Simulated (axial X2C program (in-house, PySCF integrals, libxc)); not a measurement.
# Levels of NaAl⁻ by electron attachment to NaAl (EOM-EA-CCSD)

Calculated with an in-house all-electron X2C program for linear molecules (integrals from PySCF): two-component X2C with atomic mean-field Coulomb and Gaunt terms, Gaussian nuclei, basis Al dyall-av3z, Na dyall-acv3z with contracted cores.

R = 2.893 Å (0.920 times 3.145 Å, the PBE0 minimum at charge 0 for the lowest determinant).

Levels of NaAl⁻ obtained by attaching an electron to NaAl:

| Ω | binding energy (eV) | above lowest (cm⁻¹) | attached spinor | one-particle weight |
| --- | --- | --- | --- | --- |
| 1/2 | 0.394 | 0 | 65% Al pπ, 27% Na pπ, 8% Na dπ | 0.86 |
| 3/2 | 0.390 | 40 | 65% Al pπ, 28% Na pπ, 8% Na dπ | 0.86 |
| 1/2 | 0.142 | 2034 | 61% Na sσ, 23% Na pσ, 9% Al pσ | 0.96 |
| 1/2 | -0.216 | 4923 | 95% Na pσ | 0.99 |
| 1/2 | -0.218 | 4936 | 92% Na pπ | 0.98 |
| 3/2 | -0.218 | 4939 | 93% Na pπ | 0.98 |
| 1/2 | -0.400 | 6406 | 66% Na sσ, 18% Na pσ, 7% Al pσ | 0.98 |

Question: What is the splitting of the first π pair in the table, and is it regular or inverted?

Answer: E(3/2) − E(1/2) = 40 − 0 = 40 cm⁻¹ at EOM-EA-CCSD: regular, Ω = 1/2 lower. Splittings at this level can be off by ten to twenty per cent.

Negative binding energies belong to unbound states, resonances or levels that the basis set holds; within some tenths of an eV of zero the sign is not settled.

This point took 19 s on 1 thread of Intel(R) Xeon(R) 6975P-C (Granite Rapids) (shared host).

Reference electrons by ω block (each with its −ω partner): 1/2: 10, 3/2: 2. 12 electrons of NaAl correlated (inner shells frozen), 92 natural virtual spinors (a truncated set); levels can be off by some tenths of an eV. Roots sought by Ω: (1/2: 5, 3/2: 4, 5/2: 2, 7/2: 1); the list ends where they run out and leaves out roots under 60 % one-particle weight. The solver can skip a root, and states that need a further excitation, which the method places far too high, are missing though they may lie low or lowest. T1 of the reference 0.012 (Lee–Taylor). Number of frozen shells: Al 2 s, 1 p; Na 1 s.
